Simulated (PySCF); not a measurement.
# Orbital picture of BCl

r²SCAN at R = 1.720 Å; PySCF, spin-free X2C with a Gaussian nucleus, basis sets B x2c-SVPall, Cl x2c-SVPall. State: ¹Σ⁺ (singlet), closed shell. Only the outer orbitals are listed, counted within each symmetry.

```
orbital  occ.  ε (eV)  on B (%)          main shells (%)
     5σ     2  -23.34        11                  88 Cl s
     6σ     2  -13.19        30  62 Cl p, 23 B s, 8 Cl s
     2π     2  -10.05        10          90 Cl p, 10 B p
     2π     2  -10.05        10          90 Cl p, 10 B p
     7σ     2   -6.37        90  65 B s, 24 B p, 10 Cl p
     3π     0   -2.56        88          88 B p, 10 Cl p
     3π     0   -2.56        88          88 B p, 10 Cl p
     8σ     0    2.88        85  75 B p, 15 Cl p, 10 B s
```

Problem. Which are the highest filled and the lowest empty level, where do they sit, and how wide is the gap?

Solution. Highest filled 7σ at -6.37 eV (in %: 65 B s, 24 B p, 10 Cl p); lowest empty 3π at -2.56 eV (in %: 88 B p, 10 Cl p); the gap at r²SCAN is 3.81 eV.

```json
{
  "bond order (Mayer)": "1.53",
  "⟨S²⟩": "0.000",
  "charge on B (Mulliken, basis-dependent)": "-0.03",
  "charge on B (Löwdin, basis-dependent)": "-0.30",
  "dipole moment (positive dipole means B(−)Cl(+))": "1.84 D"
}
```
